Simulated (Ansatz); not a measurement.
# C3H4O: small, medium and large basis sets

How large a basis does C3H4O need? Two functionals are run in growing sets.

The runs use Ansatz 0.2.0, Gaussian basis; one geometry, several basis sets.

Plan: PBE0-D4/def2-SVP; ωB97M-V/def2-SVP; PBE0-D4/def2-QZVPP; ωB97M-V/def2-QZVPP; the functionals' def2-TZVPP values are taken from earlier runs.

### Step 1. Structure used throughout

All runs share one geometry, relaxed beforehand with PBE0-D4 in a triple-zeta def2 set.

SMILES `OC1=CC1`, 8 atoms, charge 0, spin multiplicity 1.

Atoms are counted from 1 here; the program's logs count them from 0.

Bond lengths: O1–C2 1.327 Å, O1–H5 0.962 Å, C2–C3 1.285 Å, C2–C4 1.475 Å, C3–C4 1.528 Å, C3–H6 1.074 Å, C4–H7 1.094 Å, C4–H8 1.094 Å. Angles: C2–O1–H5 108.6°, O1–C2–C3 148.6°, O1–C2–C4 144.6°, C3–C2–C4 66.8°, C2–C3–C4 62.5°, C2–C3–H6 153.2°, C4–C3–H6 144.3°, C2–C4–C3 50.7°, C2–C4–H7 120.0°, C2–C4–H8 120.0°, C3–C4–H7 119.6°, C3–C4–H8 119.6°, H7–C4–H8 113.3°.

### Step 2. PBE0-D4 in def2-SVP

File in.yaml:

```yaml
crystal:
  periodic: [false, false, false]
  atoms:
    - {symbol: O, position_ang: [-0.855679, 1.422856, -0.797612]}
    - {symbol: C, position_ang: [-0.179225, 0.529632, -0.085979]}
    - {symbol: C, position_ang: [0.532412, 0.264586, 0.950860]}
    - {symbol: C, position_ang: [0.238600, -0.882740, -0.014066]}
    - {symbol: H, position_ang: [-1.220178, 0.985802, -1.573383]}
    - {symbol: H, position_ang: [1.028519, 0.529248, 1.865672]}
    - {symbol: H, position_ang: [1.031715, -1.252983, -0.669624]}
    - {symbol: H, position_ang: [-0.483863, -1.653601, 0.268230]}
basis:
  gaussian: {orbitals: def2-SVP}
hamiltonian: {xc: pbe0, dispersion: d4}
output: {orbitals: {seedname: orbitals}}
```

On the command line:

```bash
ansatz run in.yaml --threads 2 --pin off --events-out ev --progress --plain --max-ram 4352MiB
```

The runs that follow: ωB97M-V in def2-SVP; PBE0-D4 in def2-QZVPP; ωB97M-V in def2-QZVPP.

**Question.** What will the summary of the whole plan be? Wanted: PBE0-D4: double and triple zeta above quadruple; ωB97M-V: double and triple zeta above quadruple.

**Answer**, as computed:

```
                                       quantity          value
PBE0-D4: double and triple zeta above quadruple  6.20, 0.29 eV
ωB97M-V: double and triple zeta above quadruple  6.40, 0.27 eV
```

What this shows: PBE0-D4 gains 5.91 eV from double to triple zeta, then 0.29 eV more. Total energies overstate the basis error of differences, where much of it tends to cancel. The LUMO of ωB97M-V is positive and keeps falling with the basis (3.18 to 1.54 eV): an unbound level that the basis holds in place.
